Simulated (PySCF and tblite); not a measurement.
Results of a calculation; reference values are marked as such.
# Conformers and averaged properties: s-BuOMe, C₅H₁₂O, numbered as in [CH3:1][CH2:2][C@H:3]([CH3:4])[O:5][CH3:6]

The ensemble was built from 90 distance-geometry starts (ETKDG and KDG, MMFF94s, GFN2-xTB) and rests on PBE0-D3(BJ)/def2-SVP geometries. Weights use TPSS-D3(BJ)/pcseg-1 (IEF-PCM, chloroform) energies plus GFN2-xTB zero-point and thermal terms (modes under about 100 cm⁻¹ blended into free rotors). Symmetry numbers and mirror images are counted. Conformers within 3 kcal/mol (GFN2-xTB free energy) were kept, 4 at most. GIAO shieldings: wB97X-D/pcSseg-1 (IEF-PCM, chloroform), grid level 3. (PySCF 2.14, tblite 0.8.)

Torsions listed: C1–C2–C3–O5, C2–C3–O5–C6.

```json
{"conformer": "1", "shape": "60°, -160°", "symmetry": "C1", "E(GFN2) kcal/mol": "0.00", "E(DFT) kcal/mol": "0.00", "G(298.15 K) kcal/mol": "0.00", "weight %": "52.0", "dipole D": "1.43"}
{"conformer": "2", "shape": "-56°, -70°", "symmetry": "C1", "E(GFN2) kcal/mol": "0.53", "E(DFT) kcal/mol": "0.39", "G(298.15 K) kcal/mol": "0.61", "weight %": "18.5", "dipole D": "1.45"}
{"conformer": "3", "shape": "175°, -78°", "symmetry": "C1", "E(GFN2) kcal/mol": "0.38", "E(DFT) kcal/mol": "0.80", "G(298.15 K) kcal/mol": "0.73", "weight %": "15.1", "dipole D": "1.48"}
{"conformer": "4", "shape": "173°, -162°", "symmetry": "C1", "E(GFN2) kcal/mol": "0.35", "E(DFT) kcal/mol": "0.76", "G(298.15 K) kcal/mol": "0.76", "weight %": "14.3", "dipole D": "1.41"}
```

Weights (%) against temperature:

| T (K) | 1 | 2 | 3 | 4 | S(mix) cal/mol/K |
| --- | --- | --- | --- | --- | --- |
| 250 | 57.3 | 17.2 | 13.0 | 12.5 | 2.28 |
| 273.15 | 54.5 | 17.9 | 14.1 | 13.5 | 2.35 |
| 298.15 | 52.0 | 18.5 | 15.1 | 14.3 | 2.42 |
| 323.15 | 49.9 | 19.0 | 16.0 | 15.1 | 2.47 |
| 373.15 | 46.4 | 19.8 | 17.5 | 16.3 | 2.54 |

Coordinates of conformer 1 (Å):

```xyz
18

C    -2.209   -0.526    0.162
C    -1.266    0.647   -0.042
C     0.193    0.298    0.208
C     1.106    1.507    0.068
O     0.535   -0.722   -0.704
C     1.657   -1.473   -0.369
H    -1.917   -1.365   -0.485
H    -2.183   -0.882    1.205
H    -3.249   -0.254   -0.072
H    -1.541    1.486    0.620
H    -1.348    1.024   -1.077
H     0.285   -0.103    1.242
H     0.830    2.291    0.790
H     1.026    1.925   -0.948
H     2.160    1.247    0.248
H     1.761   -2.272   -1.116
H     1.558   -1.941    0.631
H     2.594   -0.881   -0.372
```
